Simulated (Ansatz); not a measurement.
Cartesian coordinates in Å:
```
O 1.064 -0.642 -1.041
C 0.611 0.682 -0.712
N 0.100 0.737 0.604
C -1.021 -0.118 0.878
O -0.710 -1.484 1.017
H 1.282 -0.675 -1.977
H 1.442 1.390 -0.804
H -0.184 0.973 -1.410
H 0.825 0.632 1.302
H -1.752 0.044 0.073
H -1.480 0.181 1.822
H -0.178 -1.721 0.247
```

Charge 0, multiplicity 1.

Question: List the ωB97M-V/def2-TZVPP orbital energies in eV (Ansatz 0.2.0). (Estimate.)

Answer: Computed: Occupied: -526.38, -525.50, -394.56, -283.66, -283.19, -31.89, -31.06, -28.01, -22.25, -20.35, -17.88, -17.52, -15.91, -15.47, -14.44, -14.07, -13.31, -12.02, -10.76, -10.54, -9.61. Lowest empty: 2.24, 3.11, 3.67, 4.03, 4.61, 4.73, 5.52, 6.00.
